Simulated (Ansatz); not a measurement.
This geometry of AlClH2 + H2 (6 atoms, charge 0, multiplicity 1) is a first-order saddle point.

These are results of RKS PBE0-D4/6-31G* in Ansatz, not measurements.

```xyz
6
Properties=species:S:1:pos:R:3
Al 0.019 -0.376 -0.140
Cl 0.013 -0.013 2.352
H 1.424 0.178 -0.615
H -1.417 0.101 -0.611
H 0.060 -1.914 0.479
H 0.044 -1.242 1.699
```

(1) Which two structures does it join? (They come from a converged band through this point; their orientation in space is the band's.)

(2) How far does it lie above each of them?

Answers

(1) Bonds broken: Al1–Cl2, H5–H6. Bonds formed: Al1–H5, Cl2–H6. AlClH2 + H2 becomes AlClH4.

First end point:

```xyz
6
Properties=species:S:1:pos:R:3
Al 0.002 0.176 0.209
Cl -0.017 0.847 2.214
H 1.411 0.049 -0.498
H -1.398 -0.035 -0.496
H 0.078 -2.250 0.507
H 0.068 -2.052 1.229
```

Last end point:

```xyz
6
Properties=species:S:1:pos:R:3
Al 0.020 -0.443 -0.343
Cl 0.008 -0.068 2.296
H 1.380 0.337 -0.633
H -1.384 0.257 -0.633
H 0.066 -2.025 -0.101
H 0.053 -1.323 2.579
```

(2) 147.4 kJ/mol above the first and 13.6 kJ/mol above the second. This is the barrier of this one path; another mechanism may lie lower. The orbitals stay closed-shell, which can raise the energy where a bond breaks towards radicals; this wasn't checked here.

The run took 53 s on 1 thread of AMD EPYC 7R43 64-Core Processor (Zen 3), with other jobs on the host, peak memory 0.12 GiB.
